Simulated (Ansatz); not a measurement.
C₃H₅FO₂, SMILES `OC1(O)CC1F` at its PBE0-D4/def2-TZVP geometry, where that method's forces vanish. The species carries charge 0 and has multiplicity 1.

```xyz
11

O     1.4210    0.6788   -0.5087
C     0.2446    0.3802    0.1387
O    -0.0666    1.1871    1.2153
C    -0.8468   -0.1548   -0.7364
C    -0.1718   -1.0370    0.2785
F     0.6727   -2.0009   -0.1738
H     2.1536    0.4044    0.0538
H    -0.2454    2.0725    0.8796
H    -1.8700    0.1413   -0.5433
H    -0.5776   -0.3300   -1.7705
H    -0.7136   -1.3417    1.1667
```

Question: What forces (eV/Å) does ωB97M-V/def2-TZVPP give on these atoms in the Gaussian-basis code of Ansatz? (Best estimate.)

Answer: Computed: 
```
O1   0.270  0.026 -0.065
C2  -0.115 -0.173 -0.052
O3  -0.070  0.220  0.156
C4  -0.182  0.054 -0.193
C5  -0.202  0.066  0.281
F6   0.193 -0.184 -0.122
H7  -0.036  0.019 -0.042
H8   0.010 -0.056  0.034
H9   0.084 -0.021 -0.004
H10 -0.004  0.011  0.083
H11  0.052  0.038 -0.076
```
